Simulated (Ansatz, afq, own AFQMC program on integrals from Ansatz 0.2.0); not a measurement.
# Cl, quartet in 6-31G, levels against full CI

A free Cl atom.

Basis 6-31G. Noble-gas cores (and the filled d shells of Ga–Kr and In–Xe) are frozen. Ansatz 0.2.0 and our own AFQMC program on the same integrals; the CISD trial comes from CCSD amplitudes, and released means the phaseless constraint is let go. Free projection: walkers drawn from exp(T), propagated without any constraint. Its projection time is finite, and what remains of the start isn't in its error. Error bars are statistical, one sigma.

Determinant: UHF, the one that the program's search chose, which needn't be the lowest solution.

Full CI on the same integrals is exact in this basis and with this determinant's frozen core.

Cautions: another spin lies lower (by 15.74 eV); in this basis the state lies above a state of the ion, a sign that the basis lacks the diffuse functions it needs, so its energy is an artefact of the basis.

- T1 diagnostic: 0.0042
- weight of the determinant in the CISD state: 0.969
- ⟨S²⟩ of the determinant: 3.750
- size of the correlated space: 7 electrons in 8 orbitals

```tsv
level	correlation energy (eV)
MP2	-0.5565
CCSD	-0.8552
CCSD(T)	-0.8631
```

Estimate where full CI lies against CCSD(T) on the same integrals.

0.05 kcal/mol below CCSD(T).

Reference: full CI, correlation energy -0.865 eV. The released energy is read at 2.40 1/Eh (meV from the phaseless value at times in 1/Eh: -0.2 ± 0.5 at 0.24, -0.5 ± 0.5 at 0.51, -0.6 ± 0.5 at 0.99, -1.7 ± 0.4 at 1.62, -0.7 ± 0.7 at 2.40).

```json
{"level": "CCSD(T)", "E − E(reference) (kcal/mol)": "0.05", "share of correlation (%)": "99.75"}
{"level": "CCSDT", "E − E(reference) (kcal/mol)": "-0.01", "share of correlation (%)": "100.03"}
{"level": "CCSDT(Q)", "E − E(reference) (kcal/mol)": "0.00", "share of correlation (%)": "100.01"}
{"level": "CCSDTQ", "E − E(reference) (kcal/mol)": "0.00", "share of correlation (%)": "100.00"}
{"level": "ph-AFQMC/CISD", "E − E(reference) (kcal/mol)": "0.03 ± 0.01", "share of correlation (%)": "99.85"}
{"level": "released AFQMC", "E − E(reference) (kcal/mol)": "0.01 ± 0.02", "share of correlation (%)": "99.93"}
{"level": "free AFQMC", "E − E(reference) (kcal/mol)": "0.01 ± 0.01", "share of correlation (%)": "99.96"}
```

CCSDT and higher add their correlation energy to the determinant of the CCSD(T) run, since their own runs factorise the integrals more tightly (a shift of under 2 meV). Free projections are given only where their last times agree within the noise and don't stop above the reference; a slow remainder of the start can still hide under it. A walk keeps the symmetry of its determinant, which the program's search chose and which needn't be the lowest solution, so a lower state of the same spin and another symmetry isn't excluded. Released energies are given only where the last usable release times agree within the noise; a slower fall can still hide under it.
